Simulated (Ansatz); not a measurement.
Relaxation of H₇OPSi (10 atoms, charge 0, multiplicity 1), to a largest force component of 0.03 eV/Å in at most 50 steps.

Level of theory: RKS LDA/6-31G* (Ansatz).

```xyz
10
Properties=species:S:1:pos:R:3:forces:R:3
Si 0.408 -0.303 -0.443 -0.40 0.47 -0.40
O -0.655 -0.299 2.232 0.48 0.06 0.15
H -0.954 -1.166 2.573 0.00 0.01 0.00
H 1.051 -0.300 -1.807 -0.01 0.00 0.00
H 0.490 1.099 0.079 0.00 0.00 0.00
H -1.025 -0.702 -0.617 0.00 0.00 0.00
P 1.500 -1.671 0.900 0.38 -0.47 0.47
H 0.563 -2.752 0.766 0.00 0.00 0.00
H 2.404 -2.234 -0.068 0.00 0.00 0.00
H 0.239 -0.184 2.649 -0.45 -0.07 -0.21
```

**Question.** Where does it end, and by what steps?

**Answer.** The run converged. After 6 steps the energy has fallen by 0.029 eV; H3 moved furthest, 0.15 Å.

```tsv
step	energy less start (eV)	largest force component (eV/Å)	accepted
0	0.0000	0.477	yes
1	-0.0226	0.165	yes
2	-0.0264	0.120	yes
3	-0.0284	0.109	yes
4	-0.0287	0.081	yes
5	-0.0289	0.094	yes
6	-0.0292	0.006	yes
```

```xyz
10
Properties=species:S:1:pos:R:3
Si 0.383 -0.290 -0.403
O -0.620 -0.259 2.168
H -1.025 -1.103 2.455
H 0.983 -0.308 -1.788
H 0.503 1.113 0.103
H -1.051 -0.698 -0.538
P 1.550 -1.703 0.925
H 0.614 -2.784 0.775
H 2.440 -2.238 -0.071
H 0.244 -0.242 2.636
```

Run time: 12 s on 1 thread of Arm Neoverse V1, with other jobs on the host, peak memory 0.13 GiB.
